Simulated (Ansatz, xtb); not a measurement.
## Relaxing a trial structure of C2H4S

The starting geometry of this gas-phase singlet has its atoms placed at random.

```xyz
7

C    -1.3373    0.3666   -0.9652
C    -0.0544   -2.0610    0.6910
S    -0.8359    0.5761    0.6499
H    -0.8707   -1.1007   -0.0728
H    -1.3824   -1.7574    0.5547
H    -0.4546   -0.5620   -1.5790
H    -1.2268    1.1888   -0.5553
```

Question: Guess where an optimisation with r2SCAN-D4/def2-SVP ends from this start.

Answer: It ends as `C=S=C`. Distances that change by over a tenth: C1–H7 (0.93 → 1.09 Å). Contacts that open: S3–H7 (1.41 → 2.32 Å). Contacts that close: C1–H6 (1.42 → 1.09 Å), C2–S3 (2.75 → 1.64 Å), C2–H4 (1.47 → 1.09 Å), C2–H5 (1.37 → 1.09 Å).

The energy falls by 12.93 eV over 13 steps:

| step | E − E(last) (eV) |
| --- | --- |
| 1 | 12.935 |
| 2 | 8.802 |
| 4 | 3.724 |
| 5 | 1.741 |
| 6 | 0.961 |
| 8 | 0.278 |
| 9 | 0.055 |
| 10 | 0.003 |
| 12 | 0.000 |
| 13 | 0.000 |

Final geometry (Å):

```xyz
7

C    -0.9780    0.7002   -0.9071
C    -0.7932   -1.6391    0.5723
S    -1.1274   -0.0353    0.5493
H    -0.4887   -2.2047   -0.3110
H    -0.8957   -2.1161    1.5469
H    -0.6771    0.1786   -1.8183
H    -1.2021    1.7668   -0.9088
```

From the same start GFN2-xTB reaches the same bonding as this run.

From so rough a start the end depends on the optimiser's path, so another program may land elsewhere. No frequencies were run, so the end isn't proven a minimum. Run with Ansatz 0.2.0, 13 s on 2 threads of Arm Neoverse V1 (shared host).
